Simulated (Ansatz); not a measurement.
Relaxation of ClH$_{5}$OSi (8 atoms, charge 0, multiplicity 1), to a largest force component of 0.03 eV/Å in at most 50 steps.

Method: Ansatz 0.2.0, RKS PBE-D4/cc-pVDZ.

```xyz
8
Properties=species:S:1:pos:R:3
Si 0.414 -0.262 -0.378
O -0.635 -0.082 2.300
H -1.200 -0.878 2.404
H 0.988 -0.336 -1.773
H 0.547 1.141 0.133
H -0.990 -0.791 -0.409
Cl 1.658 -1.582 0.737
H 0.252 -0.440 2.561
```

**Question.** Where does it end, and by what steps?

**Answer.** The run converged. After 7 steps the energy has fallen by 0.008 eV; H3 moved furthest, 0.09 Å.

```csv
step,energy less start (eV),largest force component (eV/Å),accepted
0,0.0000,0.453,yes
1,0.0661,2.065,no
2,-0.0005,0.678,yes
3,-0.0062,0.303,yes
4,-0.0071,0.209,yes
5,-0.0077,0.126,yes
6,-0.0080,0.048,yes
7,-0.0081,0.004,yes
```

```xyz
8
Properties=species:S:1:pos:R:3
Si 0.420 -0.263 -0.399
O -0.663 -0.083 2.371
H -1.152 -0.930 2.347
H 0.986 -0.353 -1.794
H 0.566 1.135 0.121
H -0.994 -0.766 -0.409
Cl 1.633 -1.581 0.741
H 0.240 -0.391 2.597
```

Whether the end is a true minimum wasn't checked by a vibrational analysis.

Run time: 19 s on 1 thread of Arm Neoverse V1 (shared host), peak memory 0.12 GiB.
